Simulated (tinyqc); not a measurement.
Inside a calculation. Method: Hueckel theory of the pi electrons with the omega technique, for the molecule C=NC=C([CH2+])N (SMILES; centres numbered as the heavy atoms are written). Computed by tinyqc, a small Python program that keeps every step. Settings: charge = 1, omega = 1.0, damping = 0. Command: `OMP_NUM_THREADS=1 python tinyqc.py 31270 31271 out.jsonl` (the two numbers bound the seeds that draw the settings). One thread of a shared host (Intel(R) Xeon(R) Processor @ 2.60GHz), about 0.01 s of CPU time with the checks.

## The Hueckel matrix

Centres:
```
centre  z_r, pi electrons of the neutral centre         h
1C                                            1  0.000000
2N                                            1  0.500000
3C                                            1  0.000000
4C                                            1  0.000000
5C                                            1  0.000000
6N                                            2  1.500000
```

Bonds:
```
i  j         k
1  2         1
2  3  1.000000
3  4         1
4  5         1
4  6  0.800000
```

H_rr = alpha + h_r beta, H_rs = k_rs beta for bonded centres.

Hueckel matrix in units of beta (H = alpha + beta A), order 1C, 2N, 3C, 4C, 5C, 6N:
```
[[0.000000, 1.000000, 0.000000, 0.000000, 0.000000, 0.000000],
 [1.000000, 0.500000, 1.000000, 0.000000, 0.000000, 0.000000],
 [0.000000, 1.000000, 0.000000, 1.000000, 0.000000, 0.000000],
 [0.000000, 0.000000, 1.000000, 0.000000, 1.000000, 0.800000],
 [0.000000, 0.000000, 0.000000, 1.000000, 0.000000, 0.000000],
 [0.000000, 0.000000, 0.000000, 0.800000, 0.000000, 1.500000]]
```

## Orbitals, round 1

pi electrons, sum of z_r less the charge = 6

Diagonalise; E = alpha + x beta with beta < 0, so the largest x are filled first; degenerate levels share their electrons. P = sum n_i c_ri c_si; each orbital has its largest coefficient positive (the first on a tie).

x values: [2.167451, 1.635769, 0.815169, 0.000000, -0.913000, -1.705388]

occupations: [2.000000, 2.000000, 2.000000, 0.000000, 0.000000, 0.000000]

coefficients, order 1C, 2N, 3C, 4C, 5C, 6N:
```
[[0.149137, 0.396432, -0.315768, 0.577350, 0.588438, -0.203218],
 [0.323248, 0.648471, -0.257404, 0.000000, -0.537244, 0.346566],
 [0.389862, 0.340082, 0.234642, -0.577350, 0.170687, -0.561095],
 [0.521759, -0.092177, 0.448677, 0.000000, 0.381406, 0.610318],
 [0.240725, -0.056351, 0.550410, 0.577350, -0.417751, -0.357877],
 [0.625376, -0.543138, -0.524131, 0.000000, -0.126450, -0.152323]]
```

charge and bond-order matrix P, order 1C, 2N, 3C, 4C, 5C, 6N:
```
[[0.558220, 0.773126, 0.237739, -0.200812, -0.320480, 0.086907],
 [0.773126, 1.182522, 0.572314, -0.013216, -0.200812, -0.030289],
 [0.237739, 0.572314, 0.645410, 0.554691, 0.407671, -0.127768],
 [-0.200812, -0.013216, 0.554691, 0.964081, 0.755503, 0.282389],
 [-0.320480, -0.200812, 0.407671, 0.755503, 0.728151, -0.214675],
 [0.086907, -0.030289, -0.127768, 0.282389, -0.214675, 1.921616]]
```

## Omega technique, round 1

h_r = h_r(0) + omega q_r, omega = 1, with q_r = z_r - P_rr.

matrix after round 1, order 1C, 2N, 3C, 4C, 5C, 6N:
```
[[0.441780, 1.000000, 0.000000, 0.000000, 0.000000, 0.000000],
 [1.000000, 0.317478, 1.000000, 0.000000, 0.000000, 0.000000],
 [0.000000, 1.000000, 0.354590, 1.000000, 0.000000, 0.000000],
 [0.000000, 0.000000, 1.000000, 0.035919, 1.000000, 0.800000],
 [0.000000, 0.000000, 0.000000, 1.000000, 0.271849, 0.000000],
 [0.000000, 0.000000, 0.000000, 0.800000, 0.000000, 1.578384]]
```

## Orbitals, round 2

As before.

x values: [2.276030, 1.715366, 0.992346, 0.353951, -0.779642, -1.558050]

occupations: [2.000000, 2.000000, 2.000000, 0.000000, 0.000000, 0.000000]

coefficients, order 1C, 2N, 3C, 4C, 5C, 6N:
```
[[0.165571, 0.455188, -0.407122, 0.560201, -0.498875, -0.192199],
 [0.303699, 0.579721, -0.224147, -0.049202, 0.609337, 0.384365],
 [0.429239, 0.355197, 0.255852, -0.561996, -0.169640, -0.528689],
 [0.521058, -0.096378, 0.387318, 0.049562, -0.416926, 0.626826],
 [0.259986, -0.066766, 0.537571, 0.603663, 0.396509, -0.342547],
 [0.597505, -0.562865, -0.528727, -0.032382, 0.141449, -0.159882]]
```

charge and bond-order matrix P, order 1C, 2N, 3C, 4C, 5C, 6N:
```
[[0.800716, 0.810842, 0.257176, -0.230566, -0.412403, 0.115953],
 [0.810842, 0.957102, 0.557852, 0.031113, -0.160486, -0.052660],
 [0.257176, 0.557852, 0.751743, 0.577044, 0.450839, -0.157462],
 [-0.230566, 0.031113, 0.577044, 0.861612, 0.700227, 0.321594],
 [-0.412403, -0.160486, 0.450839, 0.700227, 0.722066, -0.182611],
 [0.115953, -0.052660, -0.157462, 0.321594, -0.182611, 1.906762]]
```

## Omega technique, round 2

As before.

matrix after round 2, order 1C, 2N, 3C, 4C, 5C, 6N:
```
[[0.199284, 1.000000, 0.000000, 0.000000, 0.000000, 0.000000],
 [1.000000, 0.542898, 1.000000, 0.000000, 0.000000, 0.000000],
 [0.000000, 1.000000, 0.248257, 1.000000, 0.000000, 0.000000],
 [0.000000, 0.000000, 1.000000, 0.138388, 1.000000, 0.800000],
 [0.000000, 0.000000, 0.000000, 1.000000, 0.277934, 0.000000],
 [0.000000, 0.000000, 0.000000, 0.800000, 0.000000, 1.593238]]
```

## Convergence

Each round sets h_r = h_r(0) + omega (z_r - P_rr), keeping the share named as damping of the old diagonal; repeat until output and input diagonals agree to 1e-6.

Rounds:
```
round    sum n x  largest |h(out) - h(in)|
1       9.236776                  4.42e-01
2       9.967483                  2.42e-01
3      10.084501                  2.21e-01
4      10.002912                  2.09e-01
5      10.067516                  2.09e-01
6      10.021487                  2.47e-01
7      10.073569                  3.01e-01
8      10.038694                  3.53e-01
9      10.094641                  4.11e-01
10     10.060303                  4.65e-01
11     10.128494                  5.24e-01
12     10.087843                  5.76e-01
13     10.170965                  6.31e-01
14     10.118121                  6.74e-01
15     10.214410                  7.17e-01
16     10.145557                  7.49e-01
17     10.251407                  7.79e-01
18     10.166421                  8.00e-01
19     10.278654                  8.19e-01
20     10.180373                  8.32e-01
21     10.296790                  8.43e-01
22     10.188980                  8.50e-01
23     10.308112                  8.56e-01
24     10.194059                  8.61e-01
25     10.314912                  8.64e-01
26     10.196988                  8.67e-01
27     10.318904                  8.69e-01
28     10.198660                  8.70e-01
29     10.321216                  8.71e-01
30     10.199611                  8.72e-01
31     10.322546                  8.73e-01
32     10.200151                  8.73e-01
33     10.323307                  8.74e-01
34     10.200458                  8.74e-01
35     10.323741                  8.74e-01
36     10.200632                  8.74e-01
37     10.323989                  8.74e-01
38     10.200731                  8.74e-01
39     10.324130                  8.74e-01
40     10.200787                  8.74e-01
```

Not converged within 40 rounds: the residual has stopped falling: the iteration swings between two states. Reruns: damping 0.5: converged in 19; damping 0.8: not converged.
